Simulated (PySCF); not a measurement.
C5H8O.
SMILES: `CC1CC(=O)C1`

The closed-shell ground state was solved at several levels (PySCF, density fitting, gas phase, non-relativistic). One conformer (not necessarily the lowest) at the PBE0-D3(BJ)/def2-SVP geometry, without solvent, vibrations or thermal averaging.

```csv
level,basis functions,HOMO (eV),LUMO (eV),gap (eV),dipole (D)
PBE/pcJ-1,242,-5.56,-1.65,3.91,2.94
LDA/pcJ-1,242,-5.73,-1.88,3.85,3.08
B97-2/pcJ-1,242,-6.83,-0.61,6.22,3.13
HF/pcJ-1,242,-10.85,3.62,14.47,3.59
PBE0/pcJ-1,242,-7.10,-0.53,6.57,3.14
KT2/pcJ-1,242,-5.73,-1.61,4.12,2.94
```

(1) Estimate the row for B3LYP/6-31G*, a basis of 100 functions; the other rows only guide the guess.

(2) Over all these levels, which gives the widest orbital gap and which the narrowest?

(3) In the pcJ-1 basis, how does the gap go with the fixed share of exact exchange?

(4) How far do the dipole and the HOMO energy spread over the levels?

Results:

(1) HOMO -6.51 eV, LUMO -0.43 eV, gap 6.08 eV, dipole 2.92 D.

(2) HF/pcJ-1 (Hartree–Fock, all exact exchange) has the widest, 14.47 eV, and LDA/pcJ-1 (LDA) the narrowest, 3.85 eV. The two share the basis. From the narrowest to the widest the HOMO moves by -5.12 eV and the LUMO by +5.50 eV.

(3) LDA (0 %) 3.85 eV; PBE (0 %) 3.91 eV; KT2 (0 %) 4.12 eV; B97-2 (21 %) 6.22 eV; PBE0 (25 %) 6.57 eV; HF (100 %) 14.47 eV. Each rise in the share widens the gap here.

(4) The dipole runs from 2.92 to 3.59 D (mean 3.11 D) and the HOMO from -10.85 to -5.56 eV.
